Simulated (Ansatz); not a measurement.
Reaction: CHOS+ (SMILES S=C=[OH+]) → CHOS+ (SMILES [SH+]=C=O)
Each species at its own B3LYP-D3(BJ)/def2-TZVP minimum (Ansatz, a first-principles code), one conformer.

Total energies in hartree (Ansatz). Open shells are spin-unrestricted; no spin-orbit coupling. Cores are frozen in correlated methods. No relativity.

```tsv
species	HF/cc-pV(T+d)Z	CCSD(T)/cc-pV(T+d)Z	HF/cc-pV(Q+d)Z	CCSD(T)/cc-pV(Q+d)Z	CCSDT(Q)/cc-pV(T+d)Z
1: CHOS+ (SMILES S=C=[OH+])	-510.58194	-511.16393	-510.59402	-511.21253	-511.16654
2: CHOS+ (SMILES [SH+]=C=O)	-510.59310	-511.17004	-510.60526	-511.21851	-511.17268
```

**Question.** Work out the isomerisation energy (electronic) in kcal/mol: take Hartree-Fock from cc-pV(Q+d)Z, extrapolate the CCSD(T) correlation energy as X^-3 (X = 3, 4), and add CCSDT(Q) - CCSD(T) in cc-pV(T+d)Z. 1 hartree = 627.51 kcal/mol.

**Answer.** 
Species 1: correlation (64·(-0.61851) - 27·(-0.58199))/37 = -0.64516; step -0.00261; E1 = -510.59402 + (-0.64516) + (-0.00261) = -511.24179
Species 2: correlation (64·(-0.61325) - 27·(-0.57694))/37 = -0.63975; step -0.00264; E2 = -510.60526 + (-0.63975) + (-0.00264) = -511.24765
-1·E1 +1·E2 = -0.00586 hartree = -3.7 kcal/mol.
